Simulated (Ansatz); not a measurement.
A made-up structure of CH$_{4}$Al, doublet:

```csv
atom,x (Å),y (Å),z (Å)
C1,-0.1134,-1.1353,0.0301
Al2,0.1007,1.0086,-0.0270
H3,-0.3156,-1.8290,-0.9528
H4,-0.0471,-1.8021,1.0494
H5,-0.0175,1.8591,-1.5827
H6,0.3929,1.8988,1.4829
```

It is relaxed with PBE-D4/def2-SVP and then PBE0-D4/def2-TZVP (Ansatz 0.2.0). Atoms count as bonded within 1.22 times the sum of their covalent radii (H–H: 0.88 Å). The end point is not checked to be a true minimum.

(1) Does its bonding change? (Judge from chemistry; the calculation decides.)

## Answers

(1) By the calculation: No: no bond forms or breaks.

Where it ends: The first stage lowers the energy by 0.94 eV in 4 steps. It ends as CH₄Al ([CH2][AlH2]):
C1  (-0.101, -1.014, 0.027)
Al2  (0.090, 0.901, -0.024)
H3  (-0.282, -1.633, -0.851)
H4  (-0.042, -1.609, 0.937)
H5  (-0.016, 1.660, -1.413)
H6  (0.351, 1.696, 1.324)
(Å)

Labels in which every atom is bracketed show which atoms are joined, not bond orders.

For scale, one of the runs: PBE0-D4/def2-TZVP relaxation, 92 basis functions, launched by `ansatz run in.yaml --threads 2 --pin off --events-out ev --progress --plain --max-ram 4352MiB`. Hardware: 2 CPU threads of an Arm Neoverse V2, shared host. Wall time about 7 s.
